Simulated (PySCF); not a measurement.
**Name the molecule from its bond curve**

A diatomic of charge 0 contains Li. Its triplet curve at PBE0 in a double-zeta basis (spin-free X2C with a Gaussian nucleus, PySCF), in eV from the separated fragments:

R (Å), E (eV) and a bar:
```
    2.031     -1.296 #######################
    2.126     -1.504 ##########
    2.220     -1.621 ###
    2.291     -1.664 #
    2.362     -1.675 
    2.433     -1.663 #
    2.527     -1.617 ###
    2.645     -1.527 #########
    2.787     -1.387 #################
    2.976     -1.177 ##############################
```

The fit gives ωe = 480 cm⁻¹ and the rotational constant Bₑ = 0.5299 cm⁻¹.

Task: Which atom is the partner?

Result: The minimum lies at 2.358 Å, so the reduced mass is 16.8576 u Å² cm⁻¹/(Bₑ·Re²) = 5.722 u. With Li at 7.02 u the partner weighs about 30.9 u: P. The molecule is LiP.

The state is the lowest determinant that a PBE0 search found; another state may lie lower at other levels.
